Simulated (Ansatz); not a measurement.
**AlHO, singlet: from triple and quadruple zeta to the limit**

```xyz
3

Al    0.0000    0.0000    1.4330
O     0.0000    0.0000   -0.2415
H     0.0000    0.0000   -1.1915
```

Connectivity, by distances: Al–OH.

Ansatz 0.2.0, RHF determinant, valence electrons correlated. Energies in eV.

```
       set  X  functions  Hartree–Fock  MP2 correlation  CCSD(T) correlation                                                                                                                     time
def2-TZVPP  3         87    -8638.2082          -8.1965              -8.8098  2.2 s on 1 thread of Intel(R) Xeon(R) Platinum 8259CL CPU @ 2.50GHz (Skylake/Cascade Lake), with other jobs on the host
def2-QZVPP  4        157    -8638.4987          -8.8723              -9.4326   13 s on 1 thread of Intel(R) Xeon(R) Platinum 8259CL CPU @ 2.50GHz (Skylake/Cascade Lake), with other jobs on the host
```

Hartree–Fock is taken to follow E(X) = E∞ + A·exp(−7.88·√X), correlation E(X) = E∞ + B·X^−2.97.

Q: Work out the CCSD(T) energy at the limit, and how far the shortcut misses it that extrapolates MP2 and adds CCSD(T) minus MP2 from the smaller set.

A: Hartree–Fock: E∞ = E4 + 0.1377·(E4 − E3) = -8638.5388. Correlation: E∞ = E4 + 0.7407·(E4 − E3) = -9.8940 for CCSD(T) and -9.3729 for MP2. The limit is -8648.4327 eV, 0.501 eV below def2-QZVPP. The shortcut gives a correlation energy of -9.3729 + (-0.6133) = -9.9862, 92 meV lower than the direct value.

Past Ne part of the Hartree–Fock step between the two sets comes from the cores, which don't follow the formula, so the 40 meV that it adds to the total can overshoot; that part largely cancels in differences.
